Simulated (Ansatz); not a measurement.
Species: HO, charge -1, multiplicity 1. 
Structure (B3LYP-D3(BJ)/def2-TZVP (Ansatz, a first-principles code) minimum search):
```
O
H 1 0.9702
```
Charge -1, spin multiplicity 1.

Basis-set convergence of Hartree-Fock and CCSD correlation energies (hartree) with Ansatz. Cores are frozen in the correlated levels unless marked. No spin-orbit coupling. Non-relativistic.

```csv
basis,functions,E(HF),"E(corr, CCSD)"
def2-SVPD,31,-75.32827,-0.23549
def2-TZVPPD,57,-75.41497,-0.27991
def2-QZVPPD,99,-75.41771,-0.29705
```

Extrapolating the two largest sets (X = 3 and 4) as X^-3: E(corr) = (64·(-0.29705) - 27·(-0.27991))/37 = -0.3096 Eh, an estimate of the basis-set limit. The largest set recovers 96.0 % of it, the smallest 76.1 %.
